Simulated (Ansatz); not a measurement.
Born–Oppenheimer molecular dynamics of ClFH₄Si (7 atoms, charge 0, multiplicity 1). It starts at the highest image of a converged band. Of that band: Neighbouring images differ by up to 1.8 eV, so the band resolves the path poorly. A vibrational analysis at the climbing image gives one clearly imaginary mode, 903i cm⁻¹: a first-order saddle point.

Level of theory: RKS PBE-D4/6-31G* (Ansatz).

```json
{
  "ensemble": "NVE (velocity Verlet)",
  "time step": "0.5 fs",
  "steps asked": "200",
  "starting velocities drawn for": "100 K",
  "seed": "12006"
}
```

First frame:

```xyz
7
Properties=species:S:1:pos:R:3
Si 0.187 0.141 -0.025
H -0.431 0.110 1.537
Cl 1.981 -0.104 -1.086
H -0.706 1.135 -0.679
H -0.327 -1.260 -0.166
F 1.145 1.405 1.145
H 0.313 0.879 1.692
```

What does the run give?

The run went to its last step.

```yaml
steps_done: 200
time_covered: 100 fs
mean_temperature_over_the_second_half: 1417 K
spread_of_the_potential_energy_over_the_second_half: 4.6 meV per atom
mean_potential_energy_of_the_second_half_above_the_start: -121.6 meV per atom
```

The conserved energy stayed within 0.029 meV per atom of its start (net change -0.0091 meV per atom), so the integration is sound. The kinetic energy rose, since the run started high on the potential surface and went downhill. It ends in pieces (ClH3Si + FH), so much of that is their flight and rotation, not heat. A run of 0.1 ps of so small a system gives no equilibrium averages. The orbitals stay closed-shell, which can raise the energy where a bond breaks towards radicals; this wasn't checked here.

What happens to the structure?

Between its relaxed ends the band would form Si1–F6, H2–H7 and break Si1–H2, F6–H7. These pairs go: Si1–F6 1.97 → 4.55 Å, H2–H7 1.08 → 5.25 Å, Si1–H2 1.68 → 1.47 Å, F6–H7 1.13 → 0.95 Å. In the last frame they stand as before the step (other bonds may differ from the relaxed reactants and products). It ends as ClH3Si + FH. Pairs count as bonded within 1.25 times the sum of covalent radii (0.12 Å more for H–H). This is one draw of velocities; another would differ in detail.

How do temperature and energy run in time?


```
time (fs)  T (K)  potential energy less start (eV)  conserved less start (meV/atom)
      0.0    100                             0.000                             0.00
      5.0     72                             0.018                             0.01
     10.0    136                            -0.023                             0.01
     15.0    299                            -0.128                             0.01
     20.0    534                            -0.280                             0.01
     25.0    815                            -0.462                             0.01
     30.0   1109                            -0.653                            -0.02
     35.0   1315                            -0.786                            -0.01
     40.0   1424                            -0.856                            -0.01
     45.0   1406                            -0.844                            -0.01
     50.0   1352                            -0.809                             0.03
     55.0   1440                            -0.866                             0.01
     60.0   1516                            -0.916                            -0.02
     65.0   1482                            -0.893                            -0.01
     70.0   1406                            -0.844                            -0.01
     75.0   1361                            -0.815                            -0.01
     80.0   1357                            -0.812                             0.02
     85.0   1411                            -0.847                             0.01
     90.0   1445                            -0.869                            -0.02
     95.0   1382                            -0.828                             0.00
    100.0   1353                            -0.810                            -0.01
```

Run time: 5.3 min on 1 thread of Arm Neoverse V1, with other jobs on the host, peak memory 0.11 GiB.
